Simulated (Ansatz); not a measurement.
What a trial cell of Ir2Cl relaxes into

Computed with Ansatz, DFT r2SCAN, scalar-relativistic, plane waves, PAW. Cutoff 500 eV, Γ-centred k mesh, Gaussian smearing, no spin polarisation in the final step.

The start puts Ir2Cl on the fluorite structure type (Fm-3m, No. 225), with Cl in place of Ca, Ir in place of F, at a guessed volume.

```xyz
3
Lattice="0.0000 2.9552 2.9552 2.9552 0.0000 2.9552 2.9552 2.9552 0.0000" Properties=species:S:1:pos:R:3 pbc="T T T"
Ir    1.4776    1.4776    1.4776
Ir    4.4328    4.4328    4.4328
Cl    0.0000    0.0000    0.0000
```

Cell and atoms relax at zero pressure; the relaxation can't lower the symmetry of the start. After a coarse first stage the cell is made exact in the group found at 0.06 Å.

The zero of energy is the elements' standard structures at the same level (Cl₂ as a molecule); no fitted shifts are applied.

(1) Describe the relaxed structure.

(2) What are its volume, energy, density and gap?

## Answers

(1) It keeps Fm-3m (No. 225). The result has the fluorite structure. Conventional cell: a = 5.748 Å. Ir has 4 Cl at 2.49 Å and 6 Ir at 2.87 Å; Cl is coordinated by 8 Ir at 2.49 Å.

```
Ir Cl
1.0
     0.00000    2.87393    2.87393
     2.87393    0.00000    2.87393
     2.87393    2.87393    0.00000
Ir Cl
2 1
Direct
  0.25000 0.25000 0.25000
  0.75000 0.75000 0.75000
  0.00000 0.00000 0.00000
```

(2) The volume per atom is 15.82 Å³, the density is 14.69 g/cm³ and the energy over the elements is 1.66 eV/atom. The gap on the 14×14×14 mesh is 0 eV (a metal).

The final run used a 14×14×14 mesh on its 3-atom cell and 0.10 eV smearing. The k mesh leaves about 4 meV/atom of noise in metals. Spin–orbit coupling is left out. Symmetry constrained the relaxation, so the result can be a saddle point.

Cost: 3 runs of about 1.8 core-minutes in all, on Arm Neoverse V1 (shared hosts).